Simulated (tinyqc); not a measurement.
Worked calculation: Pariser-Parr-Pople SCF with singles CI, for the molecule C1=CC=C1 (SMILES; centres numbered as the heavy atoms are written). One step of it, computed by the program tinyqc.

Problem. Iteration 1: orbitals and new P. Diagonalise F (the basis is taken as orthonormal) and form P = 2 sum c c over the lowest orbitals; 0.5 of the old P is kept.

F (eV), lower triangle:
```
           1C         2C         3C         4C
1C  -5.255562
2C  -4.205824  -5.934438
3C  -1.026406  -3.246874  -5.255562
4C  -3.246874   1.026406  -4.205824  -5.934438
```

pi electrons, sum of z_r less the charge = 4

P at the start, lower triangle:
```
          1C         2C        3C        4C
1C  0.533292
2C  0.679397   1.466708
3C  0.466708   0.320603  0.533292
4C  0.320603  -0.466708  0.679397  1.466708
```

Give: orbital energies; P after iteration 1.

Solution.

orbital energies (eV): -13.0793  -7.2639  -3.9261  1.8893

P after iteration 1, lower triangle:
```
        1C       2C      3C      4C
1C  0.5850
2C  0.7323   1.4150
3C  0.4609   0.2656  0.5850
4C  0.2656  -0.4609  0.7323  1.4150
```
